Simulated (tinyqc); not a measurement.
Inside a calculation (part 1 of 2). Method: UHF in the sto-3g basis, for LiH+, spin multiplicity 2. Computed by tinyqc, a small Python program that keeps every step (integrals from PySCF). Settings: charge = 1, multiplicity = 2, basis = sto-3g, energy threshold = 1e-08, iteration cap = 65, orthogonalisation = symmetric, start = core, DIIS depth = 8, DIIS from iteration = 2, method = UHF. Command: `OMP_NUM_THREADS=1 python tinyqc.py 30764 30765 out.jsonl` (the two numbers bound the seeds that draw the settings). One thread of a shared host (Intel(R) Xeon(R) Processor @ 2.60GHz), about 0.09 s of CPU time with the checks. Later iterations appear only in the table of the cycle.

## One-electron integrals

Geometry (angstrom):
```
atom         x         y         z
Li    0.000000  0.000000  0.000000
H     0.000000  0.000000  2.995000
```

Basis sto-3g: exponents (1/bohr^2) and contraction coefficients of normalised primitives:
```
element  l (shell)   exponent  coefficient
Li           s (1)  16.119575     0.154329
Li           s (1)   2.936201     0.535328
Li           s (1)   0.794651     0.444635
Li           s (2)   0.636290    -0.099967
Li           s (2)   0.147860     0.399513
Li           s (2)   0.048089     0.700115
Li           p (3)   0.636290     0.155916
Li           p (3)   0.147860     0.607684
Li           p (3)   0.048089     0.391957
H            s (1)   3.425251     0.154329
H            s (1)   0.623914     0.535328
H            s (1)   0.168855     0.444635
```

Overlap, kinetic and nuclear-attraction integrals over the contracted functions; the nuclear repulsion is the sum of Za Zb / Rab.

nuclear repulsion = 0.53006065 hartree

overlap S, lower triangle:
```
           1Li 1s    1Li 2s   1Li 2px   1Li 2py   1Li 2pz     2H 1s
1Li 1s   1.000000
1Li 2s   0.241137  1.000000
1Li 2px  0.000000  0.000000  1.000000
1Li 2py  0.000000  0.000000  0.000000  1.000000
1Li 2pz  0.000000  0.000000  0.000000  0.000000  1.000000
2H 1s    0.001984  0.124058  0.000000  0.000000  0.193161  1.000000
```

kinetic energy T (hartree), lower triangle:
```
            1Li 1s     1Li 2s   1Li 2px   1Li 2py   1Li 2pz     2H 1s
1Li 1s    3.576786
1Li 2s   -0.020237   0.102163
1Li 2px   0.000000   0.000000  0.319682
1Li 2py   0.000000   0.000000  0.000000  0.319682
1Li 2pz   0.000000   0.000000  0.000000  0.000000  0.319682
2H 1s    -0.001813  -0.002088  0.000000  0.000000  0.004884  0.760032
```

nuclear attraction V (hartree), lower triangle:
```
            1Li 1s     1Li 2s    1Li 2px    1Li 2py    1Li 2pz      2H 1s
1Li 1s   -8.159568
1Li 2s   -1.006949  -1.382447
1Li 2px   0.000000   0.000000  -1.361093
1Li 2py   0.000000   0.000000   0.000000  -1.361093
1Li 2pz  -0.004597  -0.054118   0.000000   0.000000  -1.395730
2H 1s    -0.006992  -0.160240   0.000000   0.000000  -0.251001  -1.756674
```

core Hamiltonian H = T + V (hartree), lower triangle:
```
            1Li 1s     1Li 2s    1Li 2px    1Li 2py    1Li 2pz      2H 1s
1Li 1s   -4.582782
1Li 2s   -1.027186  -1.280284
1Li 2px   0.000000   0.000000  -1.041411
1Li 2py   0.000000   0.000000   0.000000  -1.041411
1Li 2pz  -0.004597  -0.054118   0.000000   0.000000  -1.076048
2H 1s    -0.008805  -0.162328   0.000000   0.000000  -0.246117  -0.996642
```

## Two-electron integrals

Functions are numbered as in S; the eight-fold symmetry (ij|kl) = (ji|kl) = (kl|ij) leaves the list below.

Two-electron integrals (ij|kl) in chemists' order, unique and non-zero (hartree):
```
(11|11) 1.680395   (21|11) 0.265420   (21|21) 0.049941   (22|11) 0.397727
(22|21) 0.092860   (22|22) 0.290562   (31|31) 0.008981   (32|31) 0.013788
(32|32) 0.064184   (33|11) 0.396640   (33|21) 0.092880   (33|22) 0.290497
(33|33) 0.312946   (41|41) 0.008981   (42|41) 0.013788   (42|42) 0.064184
(43|43) 0.016869   (44|11) 0.396640   (44|21) 0.092880   (44|22) 0.290497
(44|33) 0.279207   (44|44) 0.312946   (51|51) 0.008981   (52|51) 0.013788
(52|52) 0.064184   (53|53) 0.016869   (54|54) 0.016869   (55|11) 0.396640
(55|21) 0.092880   (55|22) 0.290497   (55|33) 0.279207   (55|44) 0.279207
(55|55) 0.312946   (61|11) 0.001879   (61|21) 0.000369   (61|22) 0.000747
(61|33) 0.000732   (61|44) 0.000732   (61|51) 0.000063   (61|52) 0.000133
(61|55) 0.000777   (61|61) 3.34e-06   (62|11) 0.027868   (62|21) 0.006698
(62|22) 0.025923   (62|33) 0.024373   (62|44) 0.024373   (62|51) 0.000883
(62|52) 0.008085   (62|55) 0.028987   (62|61) 0.000067   (62|62) 0.006643
(63|31) 0.000204   (63|32) 0.001482   (63|53) 0.000801   (63|63) 0.000208
(64|41) 0.000204   (64|42) 0.001482   (64|54) 0.000801   (64|64) 0.000208
(65|11) 0.042370   (65|21) 0.010198   (65|22) 0.039813   (65|33) 0.037290
(65|44) 0.037290   (65|51) 0.001371   (65|52) 0.012695   (65|55) 0.044807
(65|61) 0.000102   (65|62) 0.010569   (65|65) 0.016836   (66|11) 0.176687
(66|21) 0.042605   (66|22) 0.174843   (66|33) 0.163792   (66|44) 0.163792
(66|51) 0.004596   (66|52) 0.052990   (66|55) 0.196601   (66|61) 0.000412
(66|62) 0.062869   (66|65) 0.101138   (66|66) 0.774606
```

## Orthogonalisation

S = U s U^T; symmetric (Loewdin) form X = U s^(-1/2) U^T, so that X^T S X = 1.

eigenvalues of S: 0.708646  0.839681  1.000000  1.000000  1.158344  1.293330

X, lower triangle:
```
            1Li 1s     1Li 2s   1Li 2px   1Li 2py    1Li 2pz     2H 1s
1Li 1s    1.023018
1Li 2s   -0.126383   1.029292
1Li 2px   0.000000   0.000000  1.000000
1Li 2py   0.000000   0.000000  0.000000  1.000000
1Li 2pz  -0.001820   0.009739  0.000000  0.000000   1.014561
2H 1s     0.011132  -0.066460  0.000000  0.000000  -0.099942  1.020798
```

## Starting guess

The start is the orbitals of the core Hamiltonian; D(s) = C_occ C_occ^T for each spin.

D(alpha) at the start, lower triangle:
```
            1Li 1s    1Li 2s   1Li 2px   1Li 2py   1Li 2pz     2H 1s
1Li 1s    1.041531
1Li 2s   -0.162659  0.630337
1Li 2px   0.000000  0.000000  0.000000
1Li 2py   0.000000  0.000000  0.000000  0.000000
1Li 2pz  -0.097071  0.443942  0.000000  0.000000  0.312971
2H 1s    -0.025798  0.129103  0.000000  0.000000  0.091058  0.026499
```

D(beta) at the start, lower triangle:
```
            1Li 1s     1Li 2s   1Li 2px   1Li 2py   1Li 2pz     2H 1s
1Li 1s    1.011126
1Li 2s   -0.024283   0.000583
1Li 2px   0.000000   0.000000  0.000000
1Li 2py   0.000000   0.000000  0.000000  0.000000
1Li 2pz   0.000479  -0.000012  0.000000  0.000000  0.000000
2H 1s     0.002584  -0.000062  0.000000  0.000000  0.000001  0.000007
```

## Iteration 1: building the Fock matrix

J_ij = sum D_kl (ij|kl) with D = D(alpha) + D(beta), K_ij = sum D_kl (ik|jl) for each spin; F = H + J - K(s); E = tr D H + tr D J / 2 - 0.5 sum_s tr D(s) K(s) + E_nn.

Coulomb J (hartree), lower triangle:
```
           1Li 1s    1Li 2s   1Li 2px   1Li 2py   1Li 2pz     2H 1s
1Li 1s   3.744613
1Li 2s   0.618499  1.074457
1Li 2px  0.000000  0.000000  1.067492
1Li 2py  0.000000  0.000000  0.000000  1.067492
1Li 2pz  0.011104  0.060120  0.000000  0.000000  1.081478
2H 1s    0.004586  0.092437  0.000000  0.000000  0.141777  0.619907
```

exchange K(alpha) (hartree), lower triangle:
```
           1Li 1s    1Li 2s   1Li 2px   1Li 2py   1Li 2pz     2H 1s
1Li 1s   1.698139
1Li 2s   0.266802  0.233043
1Li 2px  0.000000  0.000000  0.051130
1Li 2py  0.000000  0.000000  0.000000  0.051130
1Li 2pz  0.008418  0.157077  0.000000  0.000000  0.155083
2H 1s    0.004205  0.069531  0.000000  0.000000  0.067515  0.073959
```

exchange K(beta) (hartree), lower triangle:
```
           1Li 1s    1Li 2s   1Li 2px   1Li 2py   1Li 2pz     2H 1s
1Li 1s   1.686239
1Li 2s   0.257629  0.046188
1Li 2px  0.000000  0.000000  0.008450
1Li 2py  0.000000  0.000000  0.000000  0.008450
1Li 2pz  0.000302  0.000073  0.000000  0.000000  0.008455
2H 1s    0.001692  0.000311  0.000000  0.000000  0.000053  0.000004
```

F(alpha) (hartree), lower triangle:
```
            1Li 1s     1Li 2s    1Li 2px    1Li 2py    1Li 2pz      2H 1s
1Li 1s   -2.536307
1Li 2s   -0.675489  -0.438870
1Li 2px   0.000000   0.000000  -0.025049
1Li 2py   0.000000   0.000000   0.000000  -0.025049
1Li 2pz  -0.001911  -0.151075   0.000000   0.000000  -0.149653
2H 1s    -0.008424  -0.139422   0.000000   0.000000  -0.171855  -0.450695
```

F(beta) (hartree), lower triangle:
```
            1Li 1s     1Li 2s   1Li 2px   1Li 2py    1Li 2pz      2H 1s
1Li 1s   -2.524408
1Li 2s   -0.666317  -0.252015
1Li 2px   0.000000   0.000000  0.017631
1Li 2py   0.000000   0.000000  0.000000  0.017631
1Li 2pz   0.006205   0.005929  0.000000  0.000000  -0.003025
2H 1s    -0.005912  -0.070203  0.000000  0.000000  -0.104393  -0.376739
```

total energy of this density = -7.37267996 hartree

## Iteration 1: diagonalisation and new density

Diagonalise F' = X^T F X, C = X C', fill 2 alpha and 1 beta electrons from the bottom; D(s) = C_occ C_occ^T. Each column has its largest component positive (the first on a tie).

F' = X^T F X (alpha) (hartree), lower triangle:
```
           1          2          3          4          5          6
1  -2.486663
2  -0.338492  -0.315599
3   0.000000   0.000000  -0.025049
4   0.000000   0.000000   0.000000  -0.025049
5   0.013659  -0.138811   0.000000   0.000000  -0.126430
6   0.017230  -0.082351   0.000000   0.000000  -0.110341  -0.420596
```

orbital energies (alpha) (hartree): MO1 -2.538245, MO2 -0.523031, MO3 -0.255425, MO4 -0.032587, MO5 -0.025049, MO6 -0.025049

coefficients C (alpha):
```
               MO1        MO2        MO3        MO4       MO5        MO6
1Li 1s    0.992264  -0.121307  -0.218307   0.125317  0.000000   0.000000
1Li 2s    0.030301   0.433461   0.818693  -0.469960  0.000000   0.000000
1Li 2px   0.000000   0.000000   0.000000   0.000000  0.286147   0.958186
1Li 2py   0.000000   0.000000   0.000000   0.000000  0.958186  -0.286147
1Li 2pz   0.002894   0.315791   0.377848   0.892703  0.000000   0.000000
2H 1s    -0.001377   0.743459  -0.679911  -0.203826  0.000000   0.000000
```

F' = X^T F X (beta) (hartree), lower triangle:
```
           1          2         3         4          5          6
1  -2.473685
2  -0.353778  -0.125881
3   0.000000   0.000000  0.017631
4   0.000000   0.000000  0.000000  0.017631
5   0.002836   0.016159  0.000000  0.000000   0.014514
6   0.013780  -0.042449  0.000000  0.000000  -0.071837  -0.362286
```

orbital energies (beta) (hartree): MO1 -2.525873, MO2 -0.380838, MO3 -0.073654, MO4 0.017631, MO5 0.017631, MO6 0.033027

coefficients C (beta):
```
               MO1        MO2        MO3        MO4       MO5        MO6
1Li 1s    0.993620  -0.021635  -0.266315   0.000000  0.000000  -0.063193
1Li 2s    0.025235   0.072865   1.005333   0.000000  0.000000   0.251567
1Li 2px   0.000000   0.000000   0.000000  -0.132766  0.991147   0.000000
1Li 2py   0.000000   0.000000   0.000000   0.991147  0.132766   0.000000
1Li 2pz  -0.002192   0.078411  -0.226934   0.000000  0.000000   0.990843
2H 1s    -0.002048   0.970552  -0.129977   0.000000  0.000000  -0.312550
```

D(alpha) after iteration 1, lower triangle:
```
            1Li 1s    1Li 2s   1Li 2px   1Li 2py   1Li 2pz     2H 1s
1Li 1s    0.999304
1Li 2s   -0.022515  0.188806
1Li 2px   0.000000  0.000000  0.000000
1Li 2py   0.000000  0.000000  0.000000  0.000000
1Li 2pz  -0.035436  0.136971  0.000000  0.000000  0.099733
2H 1s    -0.091554  0.322219  0.000000  0.000000  0.234774  0.552733
```

D(beta) after iteration 1, lower triangle:
```
            1Li 1s     1Li 2s   1Li 2px   1Li 2py   1Li 2pz     2H 1s
1Li 1s    0.987281
1Li 2s    0.025074   0.000637
1Li 2px   0.000000   0.000000  0.000000
1Li 2py   0.000000   0.000000  0.000000  0.000000
1Li 2pz  -0.002178  -0.000055  0.000000  0.000000  0.000005
2H 1s    -0.002034  -0.000052  0.000000  0.000000  0.000004  0.000004
```

Within a degenerate level the vectors are fixed only up to a rotation; this is one choice.

## Iteration 2: building the Fock matrix

As before.

Coulomb J (hartree), lower triangle:
```
           1Li 1s    1Li 2s   1Li 2px   1Li 2py   1Li 2pz     2H 1s
1Li 1s   3.589673
1Li 2s   0.586975  1.006512
1Li 2px  0.000000  0.000000  0.994925
1Li 2py  0.000000  0.000000  0.000000  0.994925
1Li 2pz  0.006842  0.056974  0.000000  0.000000  1.022918
2H 1s    0.004304  0.109326  0.000000  0.000000  0.170208  0.934192
```

exchange K(alpha) (hartree), lower triangle:
```
           1Li 1s    1Li 2s   1Li 2px   1Li 2py   1Li 2pz     2H 1s
1Li 1s   1.677524
1Li 2s   0.274153  0.129934
1Li 2px  0.000000  0.000000  0.023564
1Li 2py  0.000000  0.000000  0.000000  0.023564
1Li 2pz  0.000242  0.074848  0.000000  0.000000  0.089958
2H 1s    0.001561  0.116799  0.000000  0.000000  0.137730  0.521901
```

exchange K(beta) (hartree), lower triangle:
```
            1Li 1s     1Li 2s   1Li 2px   1Li 2py   1Li 2pz     2H 1s
1Li 1s    1.672356
1Li 2s    0.273271   0.054119
1Li 2px   0.000000   0.000000  0.009599
1Li 2py   0.000000   0.000000  0.000000  0.009599
1Li 2pz  -0.000976  -0.000277  0.000000  0.000000  0.009595
2H 1s     0.002113   0.000447  0.000000  0.000000  0.000075  0.000005
```

F(alpha) (hartree), lower triangle:
```
            1Li 1s     1Li 2s    1Li 2px    1Li 2py    1Li 2pz      2H 1s
1Li 1s   -2.670633
1Li 2s   -0.714364  -0.403706
1Li 2px   0.000000   0.000000  -0.070050
1Li 2py   0.000000   0.000000   0.000000  -0.070050
1Li 2pz   0.002003  -0.071992   0.000000   0.000000  -0.143088
2H 1s    -0.006063  -0.169801   0.000000   0.000000  -0.213639  -0.584351
```

F(beta) (hartree), lower triangle:
```
            1Li 1s     1Li 2s    1Li 2px    1Li 2py    1Li 2pz      2H 1s
1Li 1s   -2.665465
1Li 2s   -0.713482  -0.327891
1Li 2px   0.000000   0.000000  -0.056084
1Li 2py   0.000000   0.000000   0.000000  -0.056084
1Li 2pz   0.003221   0.003133   0.000000   0.000000  -0.062724
2H 1s    -0.006614  -0.053449   0.000000   0.000000  -0.075984  -0.062456
```

total energy of this density = -7.56453256 hartree

## Iteration 2: diagonalisation and new density

As before.

F' = X^T F X (alpha) (hartree), lower triangle:
```
           1          2          3          4          5          6
1  -2.616483
2  -0.368138  -0.265141
3   0.000000   0.000000  -0.070050
4   0.000000   0.000000   0.000000  -0.070050
5   0.006419  -0.051069   0.000000   0.000000  -0.110921
6   0.024316  -0.117467   0.000000   0.000000  -0.146966  -0.545864
```

orbital energies (alpha) (hartree): MO1 -2.672792, MO2 -0.630706, MO3 -0.170765, MO4 -0.070050, MO5 -0.070050, MO6 -0.064146

coefficients C (alpha):
```
               MO1        MO2        MO3       MO4        MO5        MO6
1Li 1s    0.992162  -0.069944  -0.269352  0.000000   0.000000   0.028933
1Li 2s    0.030703   0.246928   1.003791  0.000000   0.000000  -0.102044
1Li 2px   0.000000   0.000000   0.000000  0.990154  -0.139984   0.000000
1Li 2py   0.000000   0.000000   0.000000  0.139984   0.990154   0.000000
1Li 2pz   0.000335   0.202859   0.078025  0.000000   0.000000   0.996083
2H 1s    -0.002066   0.882249  -0.391052  0.000000   0.000000  -0.353931
```

F' = X^T F X (beta) (hartree), lower triangle:
```
           1          2          3          4          5          6
1  -2.610343
2  -0.375953  -0.197256
3   0.000000   0.000000  -0.056084
4   0.000000   0.000000   0.000000  -0.056084
5   0.000345   0.010785   0.000000   0.000000  -0.049642
6   0.015647  -0.040770   0.000000   0.000000  -0.067662  -0.043790
```

orbital energies (beta) (hartree): MO1 -2.667594, MO2 -0.158862, MO3 -0.104337, MO4 -0.056084, MO5 -0.056084, MO6 0.029762

coefficients C (beta):
```
               MO1        MO2        MO3        MO4       MO5        MO6
1Li 1s    0.992328  -0.239616   0.122982   0.000000  0.000000   0.073552
1Li 2s    0.030090   0.886891  -0.458982   0.000000  0.000000  -0.285974
1Li 2px   0.000000   0.000000   0.000000   0.994970  0.100169   0.000000
1Li 2py   0.000000   0.000000   0.000000  -0.100169  0.994970   0.000000
1Li 2pz  -0.000831   0.151558   0.691552   0.000000  0.000000  -0.733626
2H 1s    -0.002561   0.365953   0.496788   0.000000  0.000000   0.822089
```

D(alpha) after iteration 2, lower triangle:
```
            1Li 1s    1Li 2s   1Li 2px   1Li 2py   1Li 2pz     2H 1s
1Li 1s    0.989278
1Li 2s    0.013191  0.061916
1Li 2px   0.000000  0.000000  0.000000
1Li 2py   0.000000  0.000000  0.000000  0.000000
1Li 2pz  -0.013856  0.050102  0.000000  0.000000  0.041152
2H 1s    -0.063757  0.217789  0.000000  0.000000  0.178971  0.778368
```

D(beta) after iteration 2, lower triangle:
```
            1Li 1s     1Li 2s   1Li 2px   1Li 2py   1Li 2pz     2H 1s
1Li 1s    0.984715
1Li 2s    0.029859   0.000905
1Li 2px   0.000000   0.000000  0.000000
1Li 2py   0.000000   0.000000  0.000000  0.000000
1Li 2pz  -0.000825  -0.000025  0.000000  0.000000  0.000001
2H 1s    -0.002541  -0.000077  0.000000  0.000000  0.000002  0.000007
```

Within a degenerate level the vectors are fixed only up to a rotation; this is one choice.

## Iteration 3: building the Fock matrix

As before.

Coulomb J (hartree), lower triangle:
```
           1Li 1s    1Li 2s   1Li 2px   1Li 2py   1Li 2pz     2H 1s
1Li 1s   3.545830
1Li 2s   0.577574  0.984846
1Li 2px  0.000000  0.000000  0.972056
1Li 2py  0.000000  0.000000  0.000000  0.972056
1Li 2pz  0.005562  0.055316  0.000000  0.000000  1.003675
2H 1s    0.004218  0.114795  0.000000  0.000000  0.179431  1.043149
```

exchange K(alpha) (hartree), lower triangle:
```
            1Li 1s    1Li 2s   1Li 2px   1Li 2py   1Li 2pz     2H 1s
1Li 1s    1.672789
1Li 2s    0.274851  0.090989
1Li 2px   0.000000  0.000000  0.014985
1Li 2py   0.000000  0.000000  0.000000  0.014985
1Li 2pz  -0.000268  0.041704  0.000000  0.000000  0.060599
2H 1s     0.001860  0.101963  0.000000  0.000000  0.134944  0.668627
```

exchange K(beta) (hartree), lower triangle:
```
            1Li 1s     1Li 2s   1Li 2px   1Li 2py   1Li 2pz     2H 1s
1Li 1s    1.670597
1Li 2s    0.274742   0.054949
1Li 2px   0.000000   0.000000  0.009724
1Li 2py   0.000000   0.000000  0.000000  0.009724
1Li 2pz  -0.000446  -0.000129  0.000000  0.000000  0.009717
2H 1s     0.002212   0.000478  0.000000  0.000000  0.000081  0.000006
```

F(alpha) (hartree), lower triangle:
```
            1Li 1s     1Li 2s    1Li 2px    1Li 2py    1Li 2pz      2H 1s
1Li 1s   -2.709740
1Li 2s   -0.724463  -0.386427
1Li 2px   0.000000   0.000000  -0.084340
1Li 2py   0.000000   0.000000   0.000000  -0.084340
1Li 2pz   0.001233  -0.040505   0.000000   0.000000  -0.132972
2H 1s    -0.006447  -0.149496   0.000000   0.000000  -0.201629  -0.622121
```

F(beta) (hartree), lower triangle:
```
            1Li 1s     1Li 2s    1Li 2px    1Li 2py    1Li 2pz     2H 1s
1Li 1s   -2.707549
1Li 2s   -0.724354  -0.350386
1Li 2px   0.000000   0.000000  -0.079079
1Li 2py   0.000000   0.000000   0.000000  -0.079079
1Li 2pz   0.001411   0.001327   0.000000   0.000000  -0.082090
2H 1s    -0.006800  -0.048011   0.000000   0.000000  -0.066767  0.046500
```

total energy of this density = -7.60088275 hartree

## Iteration 3: DIIS over 2 matrices

error matrix X^T (FDS - SDF) X (alpha):
```
          1          2         3         4          5          6
1  0.000000  -0.000943  0.000000  0.000000  -0.000382  -0.005568
2  0.000943   0.000000  0.000000  0.000000   0.002304   0.038026
3  0.000000   0.000000  0.000000  0.000000   0.000000   0.000000
4  0.000000   0.000000  0.000000  0.000000   0.000000   0.000000
5  0.000382  -0.002304  0.000000  0.000000   0.000000   0.030272
6  0.005568  -0.038026  0.000000  0.000000  -0.030272   0.000000
```

B (overlaps of the stored error matrices):
```
               1              2
1  2.3318707e-02  1.0500956e-02
2  1.0500956e-02  4.8068375e-03
```

Minimise |sum c_i e_i|^2 with sum c_i = 1: solve [B -1; -1 0][c; lambda] = [0; -1] with B_ij = tr e_i^T e_j summed over both spins, and take F = sum c_i F_i.

DIIS coefficients: -0.799328  1.799328

extrapolated F(alpha) (hartree), lower triangle:
```
            1Li 1s     1Li 2s    1Li 2px    1Li 2py    1Li 2pz      2H 1s
1Li 1s   -2.741000
1Li 2s   -0.732536  -0.372615
1Li 2px   0.000000   0.000000  -0.095763
1Li 2py   0.000000   0.000000   0.000000  -0.095763
1Li 2pz   0.000617  -0.015336   0.000000   0.000000  -0.124886
2H 1s    -0.006755  -0.133265   0.000000   0.000000  -0.192030  -0.652311
```

extrapolated F(beta) (hartree), lower triangle:
```
            1Li 1s     1Li 2s    1Li 2px    1Li 2py    1Li 2pz     2H 1s
1Li 1s   -2.741187
1Li 2s   -0.733045  -0.368367
1Li 2px   0.000000   0.000000  -0.097460
1Li 2py   0.000000   0.000000   0.000000  -0.097460
1Li 2pz  -0.000036  -0.000116   0.000000   0.000000  -0.097570
2H 1s    -0.006948  -0.043664   0.000000   0.000000  -0.059400  0.133592
```
